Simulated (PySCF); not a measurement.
## Where CCSD(T) holds and where it slips

Each species is computed at the geometry given (Å), with frozen cores, in PySCF 2.14.0: RHF-CCSD(T) for singlets, UHF-CCSD(T) otherwise, and full CI in the same basis. The script picks the determinant by trial CCSD, so it needn't be the lowest Hartree–Fock solution. States: B2H quartet Σ⁻ or Δ, Si2 singlet Σg⁺ or Δg, [AlH2···H···H] doublet A1. Cases whose determinant has another symmetry than full CI's state, or whose (Q) step broke down, weren't drawn.

Judging by size, spin and bonding, rank them by the size of CCSD(T)'s error in total energy against full CI in the same basis, smallest first (an estimate).
A. B$_{2}$H, quartet, 6-31G: B 0.000 0.000 0.114; B 0.000 0.000 -1.406; H 0.000 0.000 1.292
B. [AlH₂···H···H], doublet, 6-31G: Al -0.093 0.000 0.000; H -0.886 1.373 0.000; H -0.886 -1.373 0.000; H 1.712 0.000 0.000; H 2.545 0.000 0.000
C. Si₂, singlet, 6-31G: Si 0.000 0.000 0.000; Si 0.000 0.000 1.788

B (12.3 meV), A (22.7 meV), C (60.7 meV).

| species | basis | correlated electrons | CCSD(T) − full CI (meV) | CCSDT(Q) − full CI (meV) | unpaired electrons (full CI) | T1 | ⟨S²⟩ of the determinant |
| --- | --- | --- | --- | --- | --- | --- | --- |
| [AlH2···H···H], doublet | 6-31G | 7 | 12.3 | – | 1.02 | 0.015 | 0.77 |
| B2H, quartet | 6-31G | 7 | 22.7 | – | 3.02 | 0.017 | 3.76 |
| Si2, singlet | 6-31G | 8 | 60.7 | -3.3 | 0.47 | 0.029 | 0.00 |

Unpaired electrons are Σ n²(2−n)² over natural occupations; an open shell counts its own unpaired electrons too. Frozen cores follow each run's orbitals, which moves totals by a few meV. A dash: (Q) wasn't run for open shells.
